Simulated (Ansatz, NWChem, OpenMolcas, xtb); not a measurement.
Loss of HF: BH2F → BH + HF

Species: BH2F `BF`, singlet; BH, singlet; HF (hydrogen fluoride), singlet. 

Shapes, held fixed at every level: PBE0-D4/def2-TZVP; BH at the measured bond length. Programs: Ansatz 0.2.0, NWChem 7.3.0, OpenMolcas 26.06, xtb 6.7.1. Electronic energies: no zero-point or thermal term.

| level | kind | ΔE (kJ/mol) |
| --- | --- | --- |
| GFN1-xTB | semi-empirical | +441.1 |
| HF/STO-3G | Hartree–Fock | +728.9 |
| HF/3-21G | Hartree–Fock | +548.6 |
| HF/def2-SVP | Hartree–Fock | +504.3 |
| B3LYP/6-31G* (spherical functions) | global hybrid | +577.3 |
| PBE0/def2-SVP | global hybrid | +558.1 |

PBE0/def2-SVP gives ΔE = +558.1 kJ/mol; the levels span +441.1 to +728.9. GFN1-xTB strays far from the other rows. The median of the levels is +553.4. No measured value is set beside it here. Rows in sets without polarisation functions are far from converged.
